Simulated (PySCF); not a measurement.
Compound: C₅H₇F.
Bonds: F1–C2, C2–C3 (double), C3–C4, C4–C5, C5–C6, C2–C6. Hydrogens: H7 on C3; H8, H9 on C4; H10, H11 on C5; H12, H13 on C6.

Computed by this run: PBE0-D3(BJ)/def2-SVP geometry optimisation, gas phase (PySCF); density fitting, grid level 1; the optimiser is geomeTRIC in internal coordinates, started from a GFN2-xTB structure with every atom displaced at random (about 0.01 Å).

Step 0: E = -8000.8294 eV
```
atom  x, y, z in Å  |  force x, y, z in eV/Å
F1     -1.4054    2.1890   -0.2420   -0.583   0.619  -0.125
C2     -0.6248    1.1414   -0.1262   -1.018  -0.394  -0.133
C3      0.6568    1.1720    0.1160    2.591  -0.248   0.526
C4      1.2624   -0.2168    0.1578   -1.969   0.165   0.153
C5     -0.0264   -1.1267    0.1514    0.270   1.014   0.858
C6     -1.1896   -0.2228   -0.3061    0.099  -0.262   0.587
H7      1.2954    2.0461    0.2637   -0.300   0.186  -0.082
H8      1.8672   -0.3937   -0.7243    0.541  -0.150  -0.411
H9      1.8498   -0.3804    1.0605    0.395  -0.094   0.178
H10     0.0996   -1.9929   -0.4690    0.045  -0.791  -0.521
H11    -0.2255   -1.4782    1.1830    0.084   0.044  -0.232
H12    -1.4315   -0.3925   -1.3480   -0.288  -0.064  -0.719
H13    -2.1222   -0.3616    0.2729    0.133  -0.026  -0.079
```

**Question.** Estimate the geometry and energy of step 1. (The exact step hangs on the optimiser's Hessian estimate; all steps are aligned on step 0, rigid shifts and turns removed.)

**Answer.** E = -8000.9420 eV, largest force 0.350 eV/Å
```
atom  x, y, z in Å  |  force x, y, z in eV/Å
F1     -1.4236    2.1980   -0.2273    0.159  -0.163   0.008
C2     -0.6215    1.1403   -0.1071    0.009   0.188   0.037
C3      0.6895    1.1720    0.1491   -0.345   0.038  -0.041
C4      1.2374   -0.2233    0.1496    0.121  -0.088  -0.033
C5     -0.0286   -1.1142    0.1797    0.091  -0.138  -0.211
C6     -1.1802   -0.2277   -0.3193   -0.081  -0.028  -0.093
H7      1.2643    2.0865    0.2855    0.091   0.029   0.012
H8      1.8507   -0.4021   -0.7588   -0.087  -0.004   0.118
H9      1.8980   -0.4212    1.0105    0.006  -0.016  -0.039
H10     0.0875   -2.0354   -0.4201   -0.017   0.152   0.133
H11    -0.2303   -1.4272    1.2151   -0.001   0.023   0.015
H12    -1.4114   -0.3806   -1.3925    0.036   0.006   0.085
H13    -2.1259   -0.3821    0.2253    0.018   0.002   0.010
```

The energy changes by -0.1126 eV. The first-order estimate −F·Δx gives -0.2555 eV and the mean of the old and new forces, exact on a quadratic surface, -0.1134 eV. The step makes an angle of 69° with the force vector and moves no atom by more than 0.081 Å.

What follows is the cost of the whole optimisation. Time: 21 s; peak memory 0.50 GiB. Hardware: one thread of an Arm Neoverse V1, shared host with 32 logical CPUs at a one-minute load of 23.
